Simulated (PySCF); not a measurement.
Relaxation of singlet HNO

All numbers come from PySCF, r2SCAN, basis N def2-TZVP, O def2-TZVP, H def2-TZVP (no relativity, density fitting). A (50,194) grid was used.

A hand-made linear start, of C∞v symmetry, held to at least that symmetry:

```xyz
3
charge 0 multiplicity 1, angstrom
N     0.0000    0.0000    0.5701
O     0.0000    0.0000   -0.5999
H     0.0000    0.0000    1.6001
```

Optimiser trace:
```
step  E − E(last) (kJ/mol)  largest gradient (Eh/bohr)
   0                 10.98                     0.11155
   1                  5.70                     0.06472
   2                  0.12                     0.00849
   3                  0.00                     0.00146
   4                  0.00                     0.00011
```

It ends at C∞v with N–H 0.997 Å, N–O 1.214 Å; H–N–O 180.0°. No frequency check is given, so it may be a saddle point.
